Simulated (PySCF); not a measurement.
Run record for `C1(C=O)CC=1`: wB97X/def2-SVPD, grid level 3, energy threshold 1e-11 Eh, full TDDFT, 12 singlets.

Method: TDDFT wB97X/def2-SVPD, vertical, gas phase, core orbitals frozen in the response (PySCF 2.14.0, density-fitted response routines). Geometry: GFN2-xTB. A driver script takes a list of jobs; this job's settings line and coordinates (Å) are shown.

Command:
```bash
OMP_NUM_THREADS=1 python probes_run.py task.json out
```

Input:
```
{"job": {"kind": "uv", "xc": "wB97X", "basis": "def2-SVPD", "nstates": 12, "ntriplets": 2, "tda": false, "scf": {"conv": 1e-11}, "grid": 3}, "charge": 0, "multiplicity": 1}
O      2.118918     1.447513     0.303888
C      1.556302     0.486344    -0.160691
C      0.171634     0.166295     0.056470
C     -0.993278     0.444633     0.592557
C     -0.943283    -0.799786    -0.236229
H      2.087181    -0.238438    -0.808220
H     -1.616466     1.067450     1.186527
H     -0.959952    -1.765054     0.255968
H     -1.407495    -0.802964    -1.215449
```

Question: What does the run print?

Answer: 
```
final grid: 109792 points
cycle   1  E = -229.5819482482  dE =  1.115e+00  |g| = 7.770e-01  |ddm| = 4.288e+00
cycle   2  E = -229.4551254938  dE =  1.268e-01  |g| = 1.195e+00  |ddm| = 2.337e+00
cycle   3  E = -229.7211515226  dE = -2.660e-01  |g| = 5.144e-02  |ddm| = 1.406e+00
cycle   4  E = -229.7220049960  dE = -8.535e-04  |g| = 3.405e-02  |ddm| = 1.682e-01
cycle   5  E = -229.7223357837  dE = -3.308e-04  |g| = 1.290e-02  |ddm| = 7.936e-02
cycle   6  E = -229.7223992804  dE = -6.350e-05  |g| = 3.989e-03  |ddm| = 3.682e-02
cycle   7  E = -229.7224107003  dE = -1.142e-05  |g| = 2.036e-03  |ddm| = 1.733e-02
cycle   8  E = -229.7224132290  dE = -2.529e-06  |g| = 5.134e-04  |ddm| = 8.629e-03
cycle   9  E = -229.7224134315  dE = -2.025e-07  |g| = 1.976e-04  |ddm| = 2.342e-03
cycle  10  E = -229.7224134550  dE = -2.346e-08  |g| = 6.463e-05  |ddm| = 7.200e-04
cycle  11  E = -229.7224134578  dE = -2.835e-09  |g| = 1.951e-05  |ddm| = 3.009e-04
cycle  12  E = -229.7224134580  dE = -1.268e-10  |g| = 6.598e-06  |ddm| = 5.124e-05
cycle  13  E = -229.7224134580  dE = -1.580e-11  |g| = 3.069e-06  |ddm| = 2.592e-05
cycle  14  E = -229.7224134580  dE = -2.160e-12  |g| = 8.725e-07  |ddm| = 6.400e-06
converged SCF energy = -229.7224134580

Static polarisability (au): isotropic 49.254, principal 33.463 48.480 65.820

Singlet excitations
state   eV       nm        f      main configurations
  1   3.5562    348.6   0.00059   H-1->L 0.93
  2   5.0614    245.0   0.18578   H->L 0.97
  3   5.5770    222.3   0.00062   H-2->L 0.93
  4   6.3503    195.2   0.00088   H-3->L 0.91
  5   7.9404    156.1   0.00103   H->L+1 0.89
  6   8.1793    151.6   0.01261   H-1->L+1 0.58, H-1->L+3 0.30
  7   8.5269    145.4   0.01053   H->L+2 0.86, H->L+9 0.08
  8   8.5627    144.8   0.00050   H-1->L+4 0.70, H-5->L 0.12
  9   8.7464    141.8   0.13830   H->L+4 0.82
 10   8.8855    139.5   0.07318   H-4->L 0.61, H->L+3 0.18
 11   8.8908    139.5   0.03466   H->L+3 0.47, H-4->L 0.21
 12   9.0204    137.4   0.00895   H-5->L 0.62, H->L+3 0.13, H-1->L+4 0.09

Triplet excitations (Tamm-Dancoff, eV): 2.9999 3.0537
```

H and L stand for HOMO and LUMO; the number after each pair is its weight.

Question: How does the lowest singlet excitation compare with the HOMO–LUMO gap?

Answer: HOMO -10.13 eV and LUMO -0.23 eV give a gap of 9.90 eV; S1 at 3.56 eV lies 6.34 eV below it.

Question: Give S1 in cm⁻¹ and kJ/mol.

Answer: 3.5562 eV × 8065.54 = 28683 cm⁻¹; × 96.485 = 343.1 kJ/mol.

In short: SCF converged in 14 cycles with 135 basis and 481 fitting functions; HOMO -10.13 eV, LUMO -0.23 eV; lowest singlet 3.56 eV; lowest triplet 3.00 eV (Tamm–Dancoff); mean polarisability 49.3 au.

On one thread, Arm Neoverse N1 (aarch64) (shared host), this took 27 s of wall time and 0.61 GiB of memory at its peak.

The values belong to the conformer `[O:1]=[CH:2][C:3]1=[CH:4][CH2:5]1`: O1–C2–C3–C4 1°.
